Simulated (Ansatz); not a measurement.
in.yaml

```yaml
crystal:
  periodic: [false, false, false]
  atoms:
    - {symbol: Sn, position_ang: [0.000000, 0.000000, 0.000000]}
    - {symbol: H, position_ang: [0.000000, 0.000000, -3.365428]}
    - {symbol: H, position_ang: [0.000000, 0.000000, 3.365428]}
basis:
  gaussian: {orbitals: def2-TZVP}
total_charge: 1
magnetization: {spin_polarized: true, initial_magnetization: 1}
hamiltonian: {xc: {name: wB97M-V}}
output: {forces: true, orbitals: {seedname: orbitals}}
```

```sh
$ ansatz run in.yaml --threads 1 --pin off --events-out ev --progress --plain --max-ram 2393MiB
```

(1) Roughly how long does this take on 1 thread of Arm Neoverse V1, shared host, and how much host memory?

```
  # Of w^i u^j: cxij and so on, Table III.
  gx(w, u) = 1 - cx + cx01*u + cx10*w
  gss(w, u) = css00 + css04*u^4 + css10*w + css20*w^2 + css43*w^4*u^3
  gos(w, u) = cos00 + cos10*w + (cos20 + cos21*u)*w^2 + (cos60 + cos61*u)*w^6
      + integral(e_c_pw_mod_opposite_spin*gos(b97_w_opposite, b97_u_opposite)) + vv10(b, c)
520 factors; their error is unknown
129 factors; integrals over basis functions are off by at most 2.6e-5 eV
mean field evaluation 1: about -5845.9891 eV, gradient 7.3e0 eV
mean field evaluation 2: about -5847.5731 eV, gradient 5.5e0 eV
mean field evaluation 4: about -5848.3954 eV, gradient 2.3e0 eV
mean field evaluation 8: about -5848.7709 eV, gradient 1.1e-1 eV
mean field evaluation 16: about -5848.7709 eV, gradient 2.6e-5 eV
mean field evaluation 32: about -5848.6802 eV, gradient 9.3e-3 eV
mean field evaluation 64: about -5848.6812 eV, gradient 2.3e0 eV
mean field -5848.77091555 eV, -214.9383667070 hartree, gradient 9.0e-6 eV, S^2 1.555834; 6 other end points of the search recorded, 0 dependent functions left out
the calculation of the forces begins
reference -5848.77096509 eV, -214.9383685279 hartree; 12, 11 occupied and 50, 51 virtual orbitals, 520 factors
Total energy: -5848.77096509 eV, -214.9383685279 hartree
Atom 0 at     0.000000     0.000000     0.000000 Å, force     0.000000    -0.000000     0.000000 eV/Å
Atom 1 at     0.000000     0.000000    -3.365428 Å, force    -0.000000    -0.000000     0.272080 eV/Å
Atom 2 at     0.000000     0.000000     3.365428 Å, force     0.000000     0.000000    -0.272080 eV/Å
Dipole moment:     0.000000    -0.000000    -0.000000 e Å
```

Forces (eV/Å):
```
Sn   0.000  0.000  0.000
H    0.000  0.000  0.272
H    0.000  0.000 -0.272
```

Results:

(1) 76 s wall and 0.22 GiB.
